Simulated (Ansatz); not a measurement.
# SiC₂+ (quartet): wave-function methods side by side, def2-TZVPP

An exercise on one series of results from a longer session: the logs are not shown, and one member is left open.

Computed with Ansatz 0.2.0, Gaussian basis. Level: def2-TZVPP, core rule «outside noble gas», up to 7 orbitals frozen.

Plan: UHF; ROHF; CCSD(T) on UHF.

2 further runs of the same task are left out: 2 set aside as unsound or not needed.

## The system

The geometry is a PBE0/def2-TZVP stationary point (not a proven minimum) of the parent state, kept for this charge and spin.

3 atoms, charge 1, spin multiplicity 4.

Atoms are counted from 1 here; the program's logs count them from 0.

Bond lengths: C1–Si2 1.773 Å, Si2–C3 1.727 Å. Angles: C1–Si2–C3 120.8°.

The first run:

in.yaml reads:

```yaml
crystal:
  periodic: [false, false, false]
  atoms:
    - {symbol: C, position_ang: [0.000000, -0.455922, 1.539155]}
    - {symbol: Si, position_ang: [0.000000, 0.398384, -0.014871]}
    - {symbol: C, position_ang: [0.000000, -0.475649, -1.504382]}
basis:
  gaussian: {orbitals: def2-TZVPP}
total_charge: 1
magnetization: {spin_polarized: true, initial_magnetization: 3}
hamiltonian: {xc: hf}
output: {orbitals: {seedname: orbitals}}
```

Started as:

```sh
$ ansatz run in.yaml --threads 1 --pin off --events-out ev --progress --plain --max-ram 4096MiB --backend cpu
```

Among the steps run: UHF; ROHF; CCSD(T) on UHF.

One of the session's tables, all rows but one given; the rest of the session is left out.

| method | from UCCSD(T) (kcal/mol) |
| --- | --- |
| ROHF | +225.88 |
| UHF | +177.30 |
| UMP2 | +49.44 |
| UCCSD | ? |
| UCCSD(T) | 0 |

Q: Estimate the row for UCCSD from the others.

The run gave: from UCCSD(T) (kcal/mol): +11.89. In the column «from UCCSD(T) (kcal/mol)» it lies between UCCSD(T) (0) and UMP2 (+49.44).

The program flags UCCSD(T) as in doubt (see the logs), so the zero of the table is itself unsure.

Caveats from the session: The determinant is far from a pure spin state, so its energy mixes those of several spin states (harmless only where they are near-degenerate, as at dissociation). The program flags UCCSD(T) as in doubt, so the zero of the table is itself unsure.
